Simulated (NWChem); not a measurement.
# Atomisation of H₃Si

```xyz
4

Si    -0.0007     0.0806     0.0000
H      1.4245    -0.3645     0.0000
H     -0.7077    -0.3818     1.2310
H     -0.7077    -0.3818    -1.2310
```
Charge 0, spin multiplicity 2.

The numbers come from NWChem runs, not from measurements. The geometry was optimised at UB3LYP/def2-SVP, a minimum by its harmonic frequencies.

Basis set: def2-TZVP. The atomisation energy is electronic alone: no zero-point, thermal, spin-orbit or counterpoise terms. No value is extrapolated to the basis-set limit. Free atoms are single determinants with multiplicities Si 3, H 2. Correlated methods freeze the same cores in atoms and molecule, 5 orbitals in all.

```
method     atomisation energy (kcal/mol)  relative cost
---------  -----------------------------  -------------
CCSD(T)                            218.5              6
PBE0                               223.5              1
BHandHLYP                          227.5        under 3
HF                                 179.7        under 3
B3LYP                              228.4        under 3
CAM-B3LYP                          229.3              4
MP2                                212.5        under 3
r2SCAN                             229.4        under 3
PBE                                222.6        under 3
```

The values span 49.8 kcal/mol, from HF (lowest) to r2SCAN (highest). Relative cost: rough, from shared machines, SCF included, PBE0 = 1. Costs are the molecule's.

The correlated methods keep 5 core orbitals frozen. B3LYP has NWChem's definition, with VWN1-RPA local correlation. GW and range-separated runs recompute their integrals, the others keep them in memory, which bears on the times. The structure started from a generated list of species. The unpaired electrons of the parent sit in orbitals of symmetry a' (Cs labels of the run); other states weren't searched. The stability of the SCF solutions was not checked. Open-shell Hartree-Fock references start from PBE0 orbitals; any time given for them includes that run. Coupled-cluster values serve here as a point of comparison, not as the truth.
